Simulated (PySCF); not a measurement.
Species: C5H5N.
SMILES: `C=C/C=C\C#N`

Torsions of this conformer, `[CH2:1]=[CH:2]/[CH:3]=[CH:4]\[C:5]#[N:6]`: C1–C2–C3–C4 180°.

The closed-shell ground state was solved at several levels (PySCF, density fitting, gas phase, non-relativistic). The structure is a single PBE0-D3(BJ)/def2-SVP conformer in the gas phase; no vibrational or solvent corrections.

```
           level  basis functions  HOMO (eV)  LUMO (eV)  gap (eV)  dipole (D)
wB97X-D/pcSseg-2              286      -9.16      -0.52      8.64        4.39
     B3LYP/pcJ-1              212      -7.22      -2.35      4.87        4.29
   PBE0/pcSseg-1              127      -7.45      -2.20      5.25        4.30
```

Problem. What might CAM-B3LYP/def2-SVPD (160 basis functions) give for the same quantities?

Solution. HOMO -8.66 eV, LUMO -1.14 eV, gap 7.52 eV, dipole 4.39 D.

Problem. Over all these levels, which gives the widest orbital gap and which the narrowest?

Solution. wB97X-D/pcSseg-2 (range-separated hybrid) has the widest, 8.64 eV, and B3LYP/pcJ-1 (global hybrid, 20 % exact exchange) the narrowest, 4.87 eV. Functional and basis both differ between the two, so the spread mixes both effects.

Problem. How far do the dipole and the HOMO energy spread over the levels?

Solution. The dipole runs from 4.29 to 4.39 D (mean 4.34 D) and the HOMO from -9.16 to -7.22 eV.
